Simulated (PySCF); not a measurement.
## Gas-phase thermal properties of C4H8 (1-butene)

Method: PySCF energies (xtb for GFN2) plus ideal-gas RRHO corrections (1 bar). The comparison is the NASA 1993 polynomial table, which mixes measured and estimated data. S°(298 K) at PBE0/def2-TZVP differs from the NASA 1993 table for C4H8 (1-butene) (-15 J/mol/K); whether the harmonic model or the table's entry is off was not settled. 6-31G* has spherical d functions here. All species are closed-shell singlets. B3LYP is the form with VWN-RPA correlation. The harmonic model lacks anharmonicity and excited electronic states, which grow with temperature; levels with a mode under 35 cm⁻¹ are left out. Internal rotation in C4H8 (1-butene) is treated as a harmonic vibration of one conformer, which makes the entropy rough.

```tsv
level	point group	σ	ZPE (kJ/mol)	S°298 (J/mol/K)	Cp298 (J/mol/K)	S°1000 (J/mol/K)	H1000 − H298 (kJ/mol)
table	-	-	-	307.9	85.6	475.4	105.1
B3LYP/6-31G*	Cs	1	286.6	293.3	81.8	459.0	104.4
GFN2-xTB	Cs	1	280.4	295.3	82.8	463.1	105.7
HF/6-31G*	Cs	1	305.7	290.3	76.8	447.3	99.3
PBE/def2-SVP	Cs	1	276.3	294.4	84.8	465.6	107.6
PBE0/def2-TZVP	Cs	1	285.3	292.8	82.1	459.5	105.0
```
σ: rotational symmetry number. Electronic degeneracy used: 1. Frequencies are unscaled.
